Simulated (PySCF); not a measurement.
**MgS+: from the state search to spectroscopic constants**

What are the lowest state that PBE0 finds, the bond length, vibrational wavenumber and bond energy of MgS+, and how much do these hang on the method?

Program: PySCF 2.14.0. Level of theory: Mg jorge-DZP-DKH, S jorge-DZP-DKH, spin-free X2C with a Gaussian nucleus. These are calculated values, not measurements.

### Step 1. Input

A driver script around PySCF takes these settings:

- atoms: Mg, S
- charge: 1
- basis: Mg jorge-DZP-DKH, S jorge-DZP-DKH
- Hamiltonian: spin-free X2C with a Gaussian nucleus
- basis functions: 48
- electrons treated: 27
- masses in u: 23.9850, 31.9721
- levels: PBE0, PBE, r²SCAN, BP86, LDA, B2PLYP, HF, MP2, SCS-MP2, CCSD, CCSD(T)
- grid: 80 radial by 434 angular points
- occupations: held fixed by the projection of orbital angular momentum
- dissociation limit: Mg+ + S, each in its ground configuration
- starting distance in angstrom: 2.440
- values of 2S to try: 1, 3

Launch:

```sh
$ OMP_NUM_THREADS=1 python dia.py task.json out
```

After this run come: PBE0 along the bond; Excited determinants; PBE (GGA); r²SCAN (meta-GGA); BP86 (GGA); LDA (local density); B2PLYP (double hybrid); UHF (mean field); Correlated methods on the Hartree–Fock reference.

What does the calculation give? Wanted: for each run, Re; ωe; De; μ.

The runs gave:

Lowest PBE0 solution found, without spin–orbit coupling: ²Π (doublet), unpaired electrons π ↑. State 2 has its PBE0 minimum 1.02 eV higher. State 3 has its PBE0 minimum 1.11 eV higher, as a spin-mixed determinant (⟨S²⟩ = 1.75), so this is no gap between pure states. The other levels ran on the lowest alone.

```csv
level,Re (Å),ωe (cm⁻¹),De (eV),μ (D)
UHF,2.269,458,0.57,-10.07
UHF-CCSD,2.293,433,1.48,n/a
UHF-CCSD(T),2.297,439,1.58,n/a
LDA,2.264,448,2.39,-8.34
PBE,2.293,431,2.05,-8.42
BP86,2.293,432,2.02,-8.56
r²SCAN,2.274,453,1.92,-9.13
PBE0,2.271,452,1.85,-8.98
B2PLYP,2.280,446,1.75,-9.26
```

De is counted to Mg+ + S in their ground configurations. A positive dipole points from Mg to S; in an ion it is taken about the centre of mass and does not tell which atom is negative. No constants: UHF-MP2 (the points don't follow one smooth fit); UHF-SCS-MP2 (the points don't follow one smooth fit).

**Reading.** Bond lengths run from 2.264 Å (LDA) to 2.297 Å (UHF-CCSD(T)). Among the levels with a De in the table, it runs from 0.57 eV (UHF) to 2.39 eV (LDA).

Correlated steps freeze 6 core orbitals. B2PLYP dipoles, levels and charges come from its SCF part alone. T1 is 0.016 near the minimum (highest on the curve 0.063), which may point to more than one leading configuration. At some levels the lowest empty orbital lies below the highest filled one (the two can be of opposite spin).
